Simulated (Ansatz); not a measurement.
The reference is Pt in the fcc (Cu type) structure (space group Fm-3m, No. 225).

```
Pt
1.0
    0.00000     1.95913     1.95913
    1.95913     0.00000     1.95913
    1.95913     1.95913     0.00000
Pt
1
Direct
  0.00000   0.00000   0.00000
```

Computed with PBEsol in Ansatz (plane waves to 420 eV, PAW, no spin-orbit coupling).

Now apply this change: full substitution Pt → Pd; the structure is relaxed again.

Measured lattice parameter a: Pt 3.913 Å (static lattice; corrected from measurement; as listed in Daniel Mejia-Rodriguez, S. B. Trickey, Phys. Rev. B (2018)); Pd 3.876 Å (static lattice; corrected from measurement; as listed in Daniel Mejia-Rodriguez, S. B. Trickey, Phys. Rev. B (2018)).

Q: How well does PBEsol reproduce the measured shift?

A: With PBEsol the lattice parameter a moves by -0.043 Å (3.918 → 3.876) against -0.037 Å measured.

Whether these cells are dynamically stable was not tested. All final runs are without spin polarisation.

Ansatz is a program for electronic structure.
